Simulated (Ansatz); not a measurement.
H₂S₄. Charge 0, multiplicity 1. Geometry relaxed at PBE0-D4/def2-SVP.

Cartesian coordinates in Å:
```
S -0.2607 -2.2838 -0.4393
S 0.7236 -1.0041 0.8563
S 1.3814 0.5981 -0.2802
S -0.2456 1.8671 -0.4874
H -1.4854 -1.7118 -0.3344
H -0.1133 2.5346 0.6849
```

(1) Estimate the harmonic wavenumbers at RKS PBE0-D4/def2-SVP (Ansatz, unscaled). Is this a minimum?

Answers

(1) 64, 177, 223, 326, 345, 438, 489, 493, 863, 879, 2671, 2672 cm⁻¹. Yes, no mode is imaginary beyond noise. Zero-point energy 57.6 kJ/mol. Hardware: 4 threads of Intel Xeon on a shared host. Wall time 45 s.
